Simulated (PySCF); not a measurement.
C5H7O (charge +1).
Numbering: `[CH3:1][O:2][CH2:3][c+:4]1[cH:5][cH:6]1` (hydrogens: H7, H8, H9 on C1; H10, H11 on C3; H12 on C5; H13 on C6)

Geometry (PBE0-D3(BJ)/def2-SVP, Å), atoms numbered from 1 in this order:
```
atom  x, y, z in Å
C1    -1.9262    0.5298    1.1966
O2    -0.5670    0.4571    0.8113
C3    -0.3507   -0.2331   -0.3500
C4     1.0838   -0.2671   -0.6282
C5     2.3519    0.0846   -0.2386
C6     2.1738   -0.6192   -1.3839
H7    -1.9601    1.0972    2.1337
H8    -2.3475   -0.4762    1.3683
H9    -2.5309    1.0532    0.4354
H10   -0.8417    0.2057   -1.2510
H11   -0.6954   -1.2946   -0.3313
H12    3.0107    0.5771    0.4800
H13    2.5970   -1.1084   -2.2648
```

Theory: core-valence-separated Tamm–Dancoff BHandHLYP/aug-pcX-1 (pcseg-1 on H) in PySCF, non-relativistic, gas phase, PBE0-D3(BJ)/def2-SVP geometry.

Computed carbon K-edge spectrum, Gaussian lines of 0.8 eV full width, highest printed point 100; it ends one width below the last computed root. The energies are unshifted.

```tsv
photon energy (eV)	absorption
281.6	0
281.8	1
282.0	6
282.2	19
282.4	46
282.6	80
282.8	100
283.0	91
283.2	60
283.4	28
283.6	10
283.8	2
284.0	0
284.2	0
284.4	0
284.6	0
284.8	0
285.0	0
285.2	0
285.4	1
285.6	1
285.8	4
286.0	8
286.2	15
286.4	18
286.6	16
286.8	11
287.0	5
287.2	4
287.4	7
287.6	16
287.8	29
288.0	41
288.2	44
288.4	39
```

Q: Assign the maxima to core holes.

A: 3 maxima:
- 282.8 eV: C4 (unsaturated ring carbon), 282.93 eV, f = 0.119, 47 % of the height at the exact maximum; C6 (unsaturated ring CH carbon), 282.79 eV, f = 0.082, 33 % of the height at the exact maximum; C5 (unsaturated ring CH carbon), 282.71 eV, f = 0.049, 19 % of the height at the exact maximum
- 286.4 eV: C1 (methoxy carbon), 286.43 eV, f = 0.044, 99 % of the height at the exact maximum
- 288.2 eV: C1 (methoxy carbon), 288.10 eV, f = 0.050, sum of 2, 47 % of the height at the exact maximum; C3 (sp3 carbon bound to oxygen), 288.06 eV, f = 0.032, 29 % of the height at the exact maximum; C1 (methoxy carbon), 288.30 eV, f = 0.018, 16 % of the height at the exact maximum

Roots within 0.03 eV on the same or equivalent atoms count as one line; shares under 12 % aren't listed.

Vibrational structure and lifetime widths aren't in the curve. The ionisation threshold wasn't computed; near and above it a finite basis only mimics Rydberg series and continuum.

Rough CPU time on one thread of a shared machine: about 30 s.

One conformer stands for the species.
